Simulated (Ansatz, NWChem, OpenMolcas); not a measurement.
SiH3Cl (chlorosilane): the vertical energy of the triplet above the singlet, rung by rung

The species is SiH3Cl (5 atoms), meant as a singlet with charge 0. As SMILES, `[SiH3]Cl`. The coordinates come from a PBE0-D4/def2-TZVP relaxation.

Each level gives the vertical energy of the triplet above the singlet (eV). The values are calculated.

```tsv
level	kind	program	value (eV)	less CCSD(T)/aug-cc-pVDZ
HF/aug-cc-pVDZ	Hartree–Fock	OpenMolcas	7.50	+0.17
PBE/aug-cc-pVDZ	GGA	OpenMolcas	6.46	-0.87
r2SCAN/aug-cc-pVDZ	meta-GGA	OpenMolcas	6.80	-0.53
M06-2X/aug-cc-pVDZ	hybrid meta-GGA	OpenMolcas	7.28	-0.05
wB97X/aug-cc-pVDZ	range-separated hybrid	NWChem	7.46	+0.13
B2PLYP/aug-cc-pVDZ	double hybrid	NWChem	7.19	-0.14
RPA@PBE0/aug-cc-pVDZ	RPA	Ansatz	7.18	-0.15
CCSD(T)/aug-cc-pVDZ	coupled cluster or CI	NWChem	7.33	0.00
CR-CCSD(T)/aug-cc-pVDZ	coupled cluster or CI	NWChem	7.37	+0.04
FCI/STO-3G	exact in the basis	Ansatz	9.76	+2.43
```

CCSD(T)/aug-cc-pVDZ is the highest level here, not the true value. The values span 6.46 to 9.76 eV. Sets with diffuse functions come out lower, a sign that the upper state is spread out (Rydberg-like). A triplet this far above the singlet is often a Rydberg-like or dissociative state; sets without diffuse functions put Rydberg states too high. High-level rows in very small sets aren't better than simpler rows in larger ones.
